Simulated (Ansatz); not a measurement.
From input file to script: CH5OSi (charge -1), SMILES CO[SiH2-] in Ansatz 0.2.0.

```yaml
crystal:
  periodic: [false, false, false]
  atoms:
    - { symbol: C, position_ang: [1.0444, 0.0913, -0.1036] }
    - { symbol: O, position_ang: [0.0461, -0.8036, -0.5691] }
    - { symbol: Si, position_ang: [-1.5336, -0.5274, -0.1228] }
    - { symbol: H, position_ang: [0.8684, 1.109, -0.4705] }
    - { symbol: H, position_ang: [1.1027, 0.0874, 0.9909] }
    - { symbol: H, position_ang: [2.0105, -0.2446, -0.4933] }
    - { symbol: H, position_ang: [-1.9254, 0.8249, -0.5899] }
    - { symbol: H, position_ang: [-1.6131, -0.537, 1.3584] }
basis:
  gaussian: { orbitals: "6-31G*" }
hamiltonian:
  xc: pbe0
total_charge: -1.0
output:
  forces: true
```

Launched from the shell:
```console
$ ansatz run input.yaml --threads 1 --pin off --max-ram 4096MiB --backend cpu --events-out ev --progress --plain --runs-dir out
Engine: ansatz 0.2.0, aarch64-unknown-linux-gnu
Functional definition: PBE0
  parameter a = 0.25
  parameter kappa = 0.804
  parameter beta = 0.06672455060314922
  exchange = (1 - a)*pbe_x(kappa = kappa, mu = beta*pi^2/3) + a*exact_x
  correlation = pbe_c(beta = beta)
598 factors; integrals over basis functions are off by at most 9.0e-4 eV
mean field evaluation 1: about -11033.9767 eV, gradient 1.5e1 eV
mean field evaluation 2: about -11034.5038 eV, gradient 1.0e1 eV
mean field evaluation 4: about -11034.7691 eV, gradient 8.7e-1 eV
mean field evaluation 8: about -11034.9712 eV, gradient 2.0e-1 eV
mean field evaluation 16: about -11034.9713 eV, gradient 2.5e-5 eV
mean field -11034.97125545 eV, -405.5277138657 hartree, gradient 2.5e-5 eV, S^2 0.000000; 0 other end points of the search recorded, 0 dependent functions left out
the calculation of the forces begins
reference -11034.97127727 eV, -405.5277146673 hartree; 17, 17 occupied and 42, 42 virtual orbitals, 598 factors
Total energy: -11034.97127727 eV, -405.5277146673 hartree
Atom 0 at     1.044400     0.091300    -0.103600 Å, force    -0.564549    -0.943890    -0.568468 eV/Å
Atom 1 at     0.046100    -0.803600    -0.569100 Å, force     2.467191     0.811792     0.171812 eV/Å
Atom 2 at    -1.533600    -0.527400    -0.122800 Å, force    -3.051379    -2.389504    -1.181429 eV/Å
Atom 3 at     0.868400     1.109000    -0.470500 Å, force    -0.038196     0.271923     0.126802 eV/Å
Atom 4 at     1.102700     0.087400     0.990900 Å, force    -0.023414     0.207977     0.217910 eV/Å
Atom 5 at     2.010500    -0.244600    -0.493300 Å, force     0.393970    -0.004634    -0.066429 eV/Å
Atom 6 at    -1.925400     0.824900    -0.589900 Å, force     0.345707     1.295567     0.260082 eV/Å
Atom 7 at    -1.613100    -0.537000     1.358400 Å, force     0.470669     0.750768     1.039718 eV/Å
Dipole moment:     1.141638     0.516014     0.177694 e Å
```

Script `ch5osi_energy.py`:
```python
# -*- coding: utf-8 -*-
'''Single point of CH5OSi(-) in a Gaussian basis.'''

import warnings

import ansatz as az
from ase import Atoms
import numpy as np

BASIS = '6-31G*'
FUNCTIONAL = 'pbe0'
NET_CHARGE = -1

warnings.simplefilter('ignore', az.DeckWarning)

atoms = Atoms(['C', 'O', 'Si', 'H', 'H', 'H', 'H', 'H'], positions=[
    (1.0444, 0.0913, -0.1036),
    (0.0461, -0.8036, -0.5691),
    (-1.5336, -0.5274, -0.1228),
    (0.8684, 1.109, -0.4705),
    (1.1027, 0.0874, 0.9909),
    (2.0105, -0.2446, -0.4933),
    (-1.9254, 0.8249, -0.5899),
    (-1.6131, -0.537, 1.3584),
])
ch5osi = az.Crystal.molecule_from_ase(atoms)

model = (
    ch5osi.calculation()
    .basis(gaussian=BASIS)
    .functional(FUNCTIONAL)
    .charge(NET_CHARGE)
    .forces()
)
trace = []
out = model.session().plan().execute(on_event=trace.append)
rep = out.report
for event in trace:
    if event['event'] == 'mean_field_evaluation' and event['data']['evaluation'] <= 25:
        print('pass {evaluation:3d}  E = {energy_ev:.6f} eV  gradient {gradient_ev:.1e}'.format(**event['data']))

print('reference energy %16.6f eV' % rep['reference_energy_ev'])
print('total energy     %16.6f eV' % rep['free_energy_ev'])
print('occupied orbitals outside the frozen core (up, down):', rep['n_occupied'], ' frozen:', rep['n_frozen'], ' virtual:', rep['n_virtual'])

field = rep['mean_field']
print('<S^2> =', round(abs(field['state']['spin_squared']), 4), ' all-electron relativity setting:', field['relativity'])
print('passes:', field['passes'])
if 'symmetry' in field:
    print('occupied orbitals by irrep:', field['symmetry']['occupied'])

symbols = [site.symbol for site in ch5osi.cartesian_sites]
print('forces (eV/A)')
for symbol, f in zip(symbols, rep['forces_ev_ang']):
    print(f'  {symbol:2s} {f[0]:9.4f} {f[1]:9.4f} {f[2]:9.4f}')

charges = rep['charge_distribution']
dipole = np.array(charges['dipole_moment_e_ang']) * 4.803205
print('dipole (D): {:.3f} {:.3f} {:.3f}, length {:.3f}'.format(*dipole, np.linalg.norm(dipole)))
print('atom  Mulliken   Lowdin')
for symbol, m, l in zip(symbols, charges['mulliken_charges_e'], charges['lowdin_charges_e']):
    print(f'{symbol:4s} {m:9.3f} {l:8.3f}')
```

Output of `python ch5osi_energy.py`:
```text
pass   1  E = -11033.976711 eV  gradient 1.5e+01
pass   2  E = -11034.503808 eV  gradient 1.0e+01
pass   3  E = -11034.732419 eV  gradient 4.7e+00
pass   4  E = -11034.769130 eV  gradient 8.7e-01
pass   5  E = -11034.769120 eV  gradient 8.7e-01
pass   6  E = -11034.967339 eV  gradient 1.3e+00
pass   7  E = -11034.970813 eV  gradient 4.2e-01
pass   8  E = -11034.971154 eV  gradient 2.0e-01
pass   9  E = -11034.971239 eV  gradient 1.0e-02
pass  10  E = -11034.971255 eV  gradient 1.4e-02
pass  11  E = -11034.971255 eV  gradient 2.6e-03
pass  12  E = -11034.971255 eV  gradient 3.9e-04
pass  13  E = -11034.971255 eV  gradient 4.0e-04
pass  14  E = -11034.971255 eV  gradient 1.2e-04
pass  15  E = -11034.971255 eV  gradient 2.5e-05
pass  16  E = -11034.971255 eV  gradient 2.5e-05
pass  17  E = -11034.971255 eV  gradient 2.5e-05
reference energy    -11034.971277 eV
total energy        -11034.971277 eV
occupied orbitals outside the frozen core (up, down): [17, 17]  frozen: 0  virtual: [42, 42]
<S^2> = 0.0  all-electron relativity setting: none
passes: {'evaluations': 14, 'products': 11}
occupied orbitals by irrep: [{'A': 17}, {'A': 17}]
forces (eV/A)
  C    -0.5645   -0.9439   -0.5685
  O     2.4672    0.8118    0.1718
  Si   -3.0514   -2.3895   -1.1814
  H    -0.0382    0.2719    0.1268
  H    -0.0234    0.2080    0.2179
  H     0.3940   -0.0046   -0.0664
  H     0.3457    1.2956    0.2601
  H     0.4707    0.7508    1.0397
dipole (D): 5.484 2.479 0.854, length 6.078
atom  Mulliken   Lowdin
C       -0.205   -0.250
O       -0.567   -0.266
Si      -0.258   -0.476
H        0.123    0.095
H        0.123    0.095
H        0.101    0.071
H       -0.159   -0.135
H       -0.159   -0.135
```

Caveats:
- Total energies depend on the basis set; only differences at equal settings carry meaning.
- The geometry is a force-field or estimated start, not a minimum of this method, and the basis set is short of its limit.
- The Löwdin charges here are taken after orthogonalising the functions within each atom; they differ from plain Löwdin charges, and their signs can be unphysical.
- An ion's dipole depends on the origin; the program takes it about the centre of nuclear charge.
- Early passes use coarser integrals and grids, so their energies can't be compared with the last.
- Anions want diffuse functions, which this basis lacks.
- Hardware and time: 2.5 s on 1 thread of Arm Neoverse V1, with other jobs on the host, peak memory 0.18 GiB.

(Lines on the test bed's own set-up are left out of the output.)
